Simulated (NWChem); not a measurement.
Species: sulfur dioxide (SO₂); SMILES O=S=O

Program: NWChem. Pople sets run with spherical d functions. All runs use the structure optimised with PBE0/def2-SVP. Static field.

**Question.** Predict the results for Hartree-Fock/6-31+G*. Quantities: isotropic polarisability (bohr³); anisotropy (bohr³).

**Answer.** 
- isotropic polarisability (bohr³) = 21.7
- anisotropy (bohr³) = 16.8
